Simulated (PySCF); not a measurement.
# BrClFH: the cost of one run

Programs: PySCF 2.14.0. All values are calculated, for the isolated system unless a continuum is named. Atoms count from 0, parts from 1.

## 1. The system as given

4 atoms, charge 0, multiplicity 1; geometry: GFN2-xTB. Parts: 1 = atoms 0–1, `ClBr`, charge 0; 2 = atoms 2–3, `F`, charge 0.

## 2. Geometry optimisation at PBE0-D3(BJ)/def2-TZVPD

Job settings and geometry (Å):

```
{"job": {"xc": "PBE0", "basis": "def2-TZVPD", "d3": "d3bj", "grid": 3, "kind": "geom", "shake": 0.01}, "charge": 0, "multiplicity": 1, "parts": [{"atoms": "0-1", "charge": 0, "multiplicity": 1}, {"atoms": "2-3", "charge": 0, "multiplicity": 1}]}
Br     1.176178     0.260852    -0.179486
Cl    -0.857614    -0.330826     0.169792
F     -3.637459    -1.183636     0.670393
H     -4.464660    -1.444879     0.833463
```

Launch:

```bash
$ OMP_NUM_THREADS=1 python cluster_run.py task.json out
```

This one command runs all jobs of the session in turn.

Q: Estimate the wall time and peak memory of this first job on 1 thread of AMD EPYC 9R45, shared host.

About 57 s, with a peak of 0.58 GiB.
